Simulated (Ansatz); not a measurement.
A run on C2H7NS, SMILES `CSCN` with other settings.

```yaml
crystal:
  periodic: [false, false, false]
  atoms:
    - {symbol: C, position_ang: [-1.027113, 1.137757, -0.603942]}
    - {symbol: S, position_ang: [0.541555, 1.274423, 0.260372]}
    - {symbol: C, position_ang: [0.688533, -0.426345, 0.909584]}
    - {symbol: N, position_ang: [0.869105, -1.494857, -0.029348]}
    - {symbol: H, position_ang: [-0.976501, 0.417212, -1.422711]}
    - {symbol: H, position_ang: [-1.832866, 0.864848, 0.081189]}
    - {symbol: H, position_ang: [-1.248173, 2.117454, -1.028021]}
    - {symbol: H, position_ang: [-0.192630, -0.632465, 1.521831]}
    - {symbol: H, position_ang: [1.548681, -0.376743, 1.580716]}
    - {symbol: H, position_ang: [0.046325, -1.631109, -0.601312]}
    - {symbol: H, position_ang: [1.648284, -1.307276, -0.647759]}
basis:
  gaussian: {orbitals: def2-SVPD}
hamiltonian: {xc: {name: HF}, dispersion: d4}
```

```sh
$ ansatz run in.yaml --threads 2 --pin off --events-out ev --progress --plain --max-ram 4352MiB
```

Shortened log:

```
Functional definition: HF
1444 factors; their error is unknown
mean field evaluation 1: about -14462.0208 eV, gradient 2.9e1 eV
mean field evaluation 2: about -14463.9387 eV, gradient 1.2e1 eV
mean field evaluation 4: about -14464.3053 eV, gradient 5.3e-1 eV
mean field evaluation 8: about -14464.7043 eV, gradient 3.6e-1 eV
mean field -14464.70451715 eV, -531.5680864762 hartree, gradient 2.7e-5 eV, S^2 0.000000; 0 other end points of the search recorded, 0 dependent functions left out
reference -14464.70451715 eV, -531.5680864762 hartree; 21, 21 occupied and 122, 122 virtual orbitals, 1444 factors
Total energy: -14465.46532036 eV, -531.5960454787 hartree
```

It took 0.75 s on 2 threads of an Arm Neoverse V1 on a shared host, with 0.22 GiB of host memory at the peak.
